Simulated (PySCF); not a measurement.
Compound: C6H10.
SMILES: `CC[C@@H]1[C@H]2C[C@@H]12`

A PySCF run (density fitting, gas phase, GFN2-xTB geometry) gave HOMO -6.61 eV, LUMO -0.15 eV, dipole 0.61 D and E = -234.336 Eh.

**Question.** Which of these levels was it?
A. PBE0/6-311+G(2d,p)
B. CAM-B3LYP/pcSseg-1
C. PBE0/def2-SVPD
D. HSE06/aug-cc-pVDZ
E. PBE0/pcSseg-1

**Answer.** D. It is HSE06/aug-cc-pVDZ. All candidates on this geometry:

| level and settings | kind | basis functions | SCF cycles | E (Eh) | HOMO (eV) | LUMO (eV) | dipole (D) |
| --- | --- | --- | --- | --- | --- | --- | --- |
| HSE06/aug-cc-pVDZ, fitting basis def2-universal-jkfit | screened hybrid, exact exchange at short range | 228 | 9 | -234.3356 | -6.61 | -0.15 | 0.61 |
| PBE0/6-311+G(2d,p), grid level 3 | global hybrid | 222 | 12 | -234.3554 | -7.04 | 0.45 | 0.60 |
| PBE0/def2-SVPD | global hybrid | 200 | 12 | -234.1411 | -7.08 | 0.98 | 0.60 |
| PBE0/pcSseg-1 | global hybrid | 152 | 12 | -234.2625 | -7.07 | 1.73 | 0.68 |
| CAM-B3LYP/pcSseg-1 | range-separated hybrid | 152 | 12 | -234.4056 | -8.42 | 2.54 | 0.66 |

The nearest other candidate, by the summed differences of HOMO and LUMO, is PBE0/6-311+G(2d,p): its HOMO differs by -0.43 eV and its LUMO by +0.60 eV. Cycle counts include a coarse-grid stage where the run had one. All basis functions are spherical, in the Pople sets too.

Conformer computed: `[CH3:1][CH2:2][C@@H:3]1[C@H:4]2[CH2:5][C@@H:6]12`: C1–C2–C3–C4 154°.
